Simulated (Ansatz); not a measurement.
## Four-centre ligand exchange

Start structure (Si₃H₁₀, singlet), relaxed at PBE0-D4/def2-TZVP:

```
13
angstrom
Si -0.9191 -0.5497 0.4023
Si -0.0594 1.3147 1.5217
H -0.2465 -1.7876 0.8868
H -2.3754 -0.6710 0.6953
Si -0.6119 -0.3290 -1.9053
H 2.8082 -0.8262 0.0987
H 2.6416 -1.5359 0.2590
H 1.3904 1.4653 1.2253
H -0.2350 1.1882 2.9935
H -0.7642 2.5415 1.0608
H 0.8352 -0.1778 -2.2151
H -1.3282 0.8826 -2.3882
H -1.1358 -1.5151 -2.6350
```

The step: Si₃H₈ ([SiH3][SiH2][SiH3]) + H₂ → Si₂H₆ ([SiH3][SiH3]) + SiH₄; bonds formed: Si1–H7, Si2–H6; bonds broken: Si1–Si2, H6–H7. Program: Ansatz 0.2.0. Basis: def2-TZVPP and def2-QZVPP. Cores are frozen in the correlated methods. Extrapolation: Hartree–Fock as exp(−7.88 √X), correlation as X^−2.97. Energies below are by CCSD(T) at an estimated basis limit (MP2 extrapolated from triple and quadruple zeta, plus CCSD(T) − MP2 in triple zeta).

(1) What are the electronic barrier and the energy of the step, from the start structure to the end structure? (An estimate is asked for; the value comes from the calculation.)

The T1 diagnostic stays at or below 0.015.

Answers

(1) By the calculation: Barrier 3.097 eV; step energy -0.169 eV (downhill); reverse barrier, their difference, 3.266 eV. Barrier and step energy count from the start structure, the reverse barrier from the end structure.

The saddle point: One imaginary mode of 1585i cm⁻¹.
```csv
pair,start (Å),saddle (Å),end (Å)
Si1–H7,3.70,1.72,1.49
Si2–H6,3.85,1.88,1.49
Si1–Si2,2.34,2.61,4.08
H6–H7,0.75,1.14,3.51
```

Zero-point energy (harmonic, PBE0-D4): ZPE is 2.099 eV at the start and 2.150 eV at the saddle, so the barrier goes from 3.097 to 3.148 eV.

Labels in which every atom is bracketed show which atoms are joined, not bond orders.

For scale, one of the runs: CCSD(T)/def2-TZVPP, 266 basis functions, launched by `ansatz run in.yaml --threads 4 --pin off --events-out ev --progress --plain --max-ram 9574MiB`. Hardware: 4 CPU threads of an Arm Neoverse V1, shared host. Wall time 95 s; peak host memory 5.8 GiB.
